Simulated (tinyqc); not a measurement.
Inside a calculation (part 2 of 2). Method: RHF in the sto-3g basis, for H2O, spin multiplicity 1. Computed by tinyqc, a small Python program that keeps every step (integrals from PySCF). Command: `OMP_NUM_THREADS=1 python tinyqc.py 21402 21403 out.jsonl` (the two numbers bound the seeds that draw the settings). One thread of a shared host (Intel(R) Xeon(R) Processor @ 2.60GHz), about 0.08 s of CPU time with the checks.

Geometry (angstrom):
```
atom        x         y        z
O     0.00000   0.00000  0.00000
H     0.00000   0.73100  0.68100
H     0.00000  -0.73100  0.68100
```

## Iteration 8 (converged): orbitals

converged F (hartree), order 1O 1s, 1O 2s, 1O 2px, 1O 2py, 1O 2pz, 2H 1s, 3H 1s:
$$\begin{pmatrix}
-20.25031 & -5.16479 & 0.00000 & 0.00000 & -0.02862 & -1.08382 & -1.08382 \\
-5.16479 & -2.44102 & 0.00000 & 0.00000 & -0.11996 & -0.95874 & -0.95874 \\
0.00000 & 0.00000 & -0.39567 & 0.00000 & 0.00000 & 0.00000 & 0.00000 \\
0.00000 & 0.00000 & 0.00000 & -0.28488 & 0.00000 & -0.36238 & 0.36238 \\
-0.02862 & -0.11996 & 0.00000 & 0.00000 & -0.33455 & -0.39106 & -0.39106 \\
-1.08382 & -0.95874 & 0.00000 & -0.36238 & -0.39106 & -0.53526 & -0.39288 \\
-1.08382 & -0.95874 & 0.00000 & 0.36238 & -0.39106 & -0.39288 & -0.53526
\end{pmatrix}$$

X, order 1O 1s, 1O 2s, 1O 2px, 1O 2py, 1O 2pz, 2H 1s, 3H 1s:
$$\begin{pmatrix}
-0.31271 & 0.00000 & 0.74943 & 0.00000 & 0.62343 & 0.00000 & 0.14587 \\
1.12430 & 0.00000 & -0.32246 & 0.00000 & 0.33094 & 0.00000 & 0.40833 \\
0.00000 & 0.00000 & 0.00000 & 1.00000 & 0.00000 & 0.00000 & 0.00000 \\
0.00000 & 0.86477 & 0.00000 & 0.00000 & 0.00000 & 0.72026 & 0.00000 \\
0.58019 & 0.00000 & 0.65247 & 0.00000 & -0.61191 & 0.00000 & 0.21361 \\
-0.70804 & -0.85863 & -0.15418 & 0.00000 & -0.12564 & 0.36271 & 0.37951 \\
-0.70804 & 0.85863 & -0.15418 & 0.00000 & -0.12564 & -0.36271 & 0.37951
\end{pmatrix}$$

Diagonalise F' = X^T F X, C = X C', fill 5 alpha and 5 beta electrons from the bottom; D = 2 C_occ C_occ^T. Each column has its largest component positive (the first on a tie).

F' = X^T F X (hartree):
$$\begin{pmatrix}
0.11208 & 0.00000 & 1.72823 & 0.00000 & 1.26122 & 0.00000 & 0.17852 \\
0.00000 & 0.65330 & 0.00000 & 0.00000 & 0.00000 & 0.13214 & 0.00000 \\
1.72823 & 0.00000 & -8.82761 & 0.00000 & -8.97113 & 0.00000 & -3.57925 \\
0.00000 & 0.00000 & 0.00000 & -0.39567 & 0.00000 & 0.00000 & 0.00000 \\
1.26122 & 0.00000 & -8.97113 & 0.00000 & -9.97460 & 0.00000 & -3.99604 \\
0.00000 & 0.13214 & 0.00000 & 0.00000 & 0.00000 & -0.56393 & 0.00000 \\
0.17852 & 0.00000 & -3.57925 & 0.00000 & -3.99604 & 0.00000 & -2.71957
\end{pmatrix}$$

orbital energies (hartree): MO1 -20.25891, MO2 -1.25895, MO3 -0.57811, MO4 -0.47206, MO5 -0.39567, MO6 0.58022, MO7 0.66748

coefficients C, order 1O 1s, 1O 2s, 1O 2px, 1O 2py, 1O 2pz, 2H 1s, 3H 1s:
$$\begin{pmatrix}
0.99425 & -0.23368 & 0.00000 & 0.10684 & 0.00000 & -0.12176 & 0.00000 \\
0.02557 & 0.84632 & 0.00000 & -0.55023 & 0.00000 & 0.79033 & 0.00000 \\
0.00000 & 0.00000 & 0.00000 & 0.00000 & 1.00000 & 0.00000 & 0.00000 \\
0.00000 & 0.00000 & 0.62388 & 0.00000 & 0.00000 & 0.00000 & 0.93668 \\
0.00421 & 0.12470 & 0.00000 & 0.73516 & 0.00000 & 0.79144 & 0.00000 \\
-0.00542 & 0.15430 & 0.45225 & 0.30462 & 0.00000 & -0.75383 & -0.81503 \\
-0.00542 & 0.15430 & -0.45225 & 0.30462 & 0.00000 & -0.75383 & 0.81503
\end{pmatrix}$$

D after iteration 8, order 1O 1s, 1O 2s, 1O 2px, 1O 2py, 1O 2pz, 2H 1s, 3H 1s:
$$\begin{pmatrix}
2.10912 & -0.46225 & 0.00000 & 0.00000 & 0.10718 & -0.01779 & -0.01779 \\
-0.46225 & 2.03931 & 0.00000 & 0.00000 & -0.59772 & -0.07432 & -0.07432 \\
0.00000 & 0.00000 & 2.00000 & 0.00000 & 0.00000 & 0.00000 & 0.00000 \\
0.00000 & 0.00000 & 0.00000 & 0.77846 & 0.00000 & 0.56430 & -0.56430 \\
0.10718 & -0.59772 & 0.00000 & 0.00000 & 1.11206 & 0.48633 & 0.48633 \\
-0.01779 & -0.07432 & 0.00000 & 0.56430 & 0.48633 & 0.64232 & -0.17579 \\
-0.01779 & -0.07432 & 0.00000 & -0.56430 & 0.48633 & -0.17579 & 0.64232
\end{pmatrix}$$

## Convergence

Stop when the energy changes by less than 1e-09 hartree and every element of the error matrix X^T (F D S - S D F) X is below 9e-06.

Course of the cycle:
```
iteration  E (hartree)     change  largest element of the error matrix
1          -74.6000292          -                             6.74e-01
2          -74.9459173  -3.46e-01                             1.62e-01
3          -74.9624250  -1.65e-02                             4.56e-02
4          -74.9641254  -1.70e-03                             6.90e-03
5          -74.9641814  -5.60e-05                             1.61e-03
6          -74.9641869  -5.49e-06                             8.78e-05
7          -74.9641869  -1.27e-08                             2.31e-06
8          -74.9641869  -5.36e-12                             1.31e-08
```

PySCF RHF in the same basis = -74.9641869 hartree

Converged in 8 iterations.

## Populations, bond orders and dipole

overlap S, order 1O 1s, 1O 2s, 1O 2px, 1O 2py, 1O 2pz, 2H 1s, 3H 1s:
$$\begin{pmatrix}
1.00000 & 0.23670 & 0.00000 & 0.00000 & 0.00000 & 0.04886 & 0.04886 \\
0.23670 & 1.00000 & 0.00000 & 0.00000 & 0.00000 & 0.44774 & 0.44774 \\
0.00000 & 0.00000 & 1.00000 & 0.00000 & 0.00000 & 0.00000 & 0.00000 \\
0.00000 & 0.00000 & 0.00000 & 1.00000 & 0.00000 & 0.27698 & -0.27698 \\
0.00000 & 0.00000 & 0.00000 & 0.00000 & 1.00000 & 0.25803 & 0.25803 \\
0.04886 & 0.44774 & 0.00000 & 0.27698 & 0.25803 & 1.00000 & 0.27106 \\
0.04886 & 0.44774 & 0.00000 & -0.27698 & 0.25803 & 0.27106 & 1.00000
\end{pmatrix}$$

Mulliken: Z minus the diagonal of D S on the atom; Loewdin: the same with S^(1/2) D S^(1/2); Mayer order: 2 sum_s sum (D(s) S)_ij (D(s) S)_ji over the two atoms.

Charges (e):
```
atom  Mulliken   Loewdin
1O    -0.31539  -0.22269
2H     0.15770   0.11134
3H     0.15770   0.11134
```

Mayer bond orders:
```
pair    order
2-1   0.97069
3-1   0.97069
3-2   0.00444
```

dipole moment about the origin, x y z (debye): [0.00000, 0.00000, 1.72854]
